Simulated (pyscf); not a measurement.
**Four-centre exchange: O=Cr(=O)(F)–F (SMILES [O]=[Cr](=[O])([F])[F]) + SiH₄ (SMILES [SiH4]) -> O=CrH(=O)–F (SMILES [O]=[CrH](=[O])[F]) + F–SiH₃ (SMILES F[SiH3])**

Gas phase, singlet surface, charge 0. Bonds broken: Cr2–F4, Si6–H7. Bonds formed: Cr2–H7, F4–Si6. PySCF, gas phase, ωB97X-D3(BJ)/def2-SVP geometries.

Transition state (Å):

```xyz
10

O     -0.3035    -0.8149     1.7081
Cr    -0.9660    -1.0492     0.3583
O     -0.1336    -2.0532    -0.4265
F     -2.0431     0.2529    -0.4559
F     -2.4328    -1.8472     0.7022
Si    -0.4680     1.4917    -0.8311
H      0.1529     0.1322    -0.2715
H     -0.9535     1.4289    -2.2275
H      0.9478     1.9922    -0.9260
H     -1.1155     2.3613     0.1761
```

One imaginary mode, 210i cm⁻¹; descent along it reached the two sides named.

| bond | change | reactant side (Å) | saddle | product side |
|---|---|---|---|---|
| Cr2–F4 | breaks | 1.696 | 1.876 | 2.6 |
| Si6–H7 | breaks | 1.491 | 1.596 | 3.8 |
| Cr2–H7 | forms | 3.1 | 1.745 | 1.539 |
| F4–Si6 | forms | 3.1 | 2.039 | 1.648 |

Electronic energies relative to the separated reactants (eV):

```csv
level,barrier,reaction energy,reverse barrier
ωB97X-D3(BJ)/def2-TZVP,0.59,-0.54,1.13
PBE/def2-TZVP,0.71,-0.18,0.89
r²SCAN/def2-TZVP,0.67,-0.22,0.89
B3LYP-D3(BJ)/def2-TZVP,0.70,-0.46,1.16
PBE0-D3(BJ)/def2-TZVP,0.64,-0.43,1.08
M06-2X/def2-TZVP,0.68,-0.82,1.50
ωB97M-D3(BJ)/def2-TZVP,0.70,-0.65,1.36
```

With ωB97M-D3(BJ)/def2-TZVP energies and thermal terms (ideal gas, 1 atm, RRHO with modes under 100 cm⁻¹ raised to 100, one conformer, R ln 2 for chiral ones without a mode under 150 cm⁻¹), in eV:

```
T (K)   ΔH‡   ΔG‡     ΔH     ΔG
-----  ----  ----  -----  -----
298    0.75  1.20  -0.65  -0.72
600    0.76  1.65  -0.65  -0.79
900    0.78  2.09  -0.66  -0.86
1200   0.81  2.52  -0.66  -0.93
```

This is the saddle that the search found; another between the same sides may lie lower.
